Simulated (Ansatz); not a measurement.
Computed with Ansatz on PBE0-D4/def2-TZVP structures; ΔE is electronic, products minus reactants. CBS: def2 TZ/QZ extrapolation, frozen cores. DFT in def2-TZVPP. Each species was taken in one conformer, which may not be the lowest.

Consider the silylene formation by 1,1-elimination: `N[SiH2]N` → NH₃ + `N[SiH]`.

`N[SiH2]N`:

Z-matrix (Å, degrees):
```
Si
N 1 1.711
N 1 1.711 2 108.5
H 1 1.493 2 103.5 3 -125.0
H 1 1.493 2 117.1 3 116.6
H 2 1.006 1 120.5 3 150.7
H 2 1.007 1 121.6 3 -58.1
H 3 1.006 1 120.5 2 150.7
H 3 1.007 1 121.6 2 -58.1
```

NH₃:

Cartesian coordinates in Å:
```
N 0.246 0.079 -0.112
H -0.537 0.534 -0.566
H 0.100 -0.919 -0.196
H 0.191 0.306 0.873
```

`N[SiH]`:

Z-matrix (Å, degrees):
```
N
Si 1 1.707
H 1 1.008 2 126.3
H 1 1.008 2 121.7 3 -180.0
H 2 1.532 1 94.1 3 -0.0
```

CCSD(T)/CBS gives +52.6 kcal/mol.

(1) Another level gave +46.9 kcal/mol. Which?
A. PBE/def2-TZVPP
B. PBE-QIDH/def2-TZVPP
C. B2PLYP/def2-TZVPP
D. r2SCAN/def2-TZVPP

(2) What do rigid-rotor, harmonic-oscillator terms from PBE0-D4/def2-TZVP frequencies (298.15 K, 1 bar) make of the CCSD(T)/CBS value? (Best estimate.)

Largest T1 diagnostic among the species: 0.015.

## Answers

(1) A. PBE 46.9, B2PLYP 50.3, PBE-QIDH 55.2, r2SCAN 54.1 kcal/mol.

(2) The calculation gave: ΔZPE = -0.8 kcal/mol, ΔH = +52.8 kcal/mol, ΔS = 148 J/(mol·K), ΔG = +42.2 kcal/mol.

The D4 term adds +2.4 kcal/mol with B3LYP and +1.3 kcal/mol with PBE0; it sums over pairs of atoms, weighted by their polarisabilities, and B3LYP, whose exchange is more repulsive, gets the larger term. From BLYP to BHLYP (50 % exact exchange), in def2-TZVPP and without D4, ΔE moves by +9.8 kcal/mol. Leaving LDA and LC-ωPBE aside and taking each functional with its dispersion term where it has one, the values, not all of them listed here, spread over 10.2 kcal/mol, from BLYP-D4 to r2SCAN0-D4. LDA lies +8.2 kcal/mol from PBE without D4.

B3LYP here is the variant with VWN-RPA as its local correlation; programs differ in this.
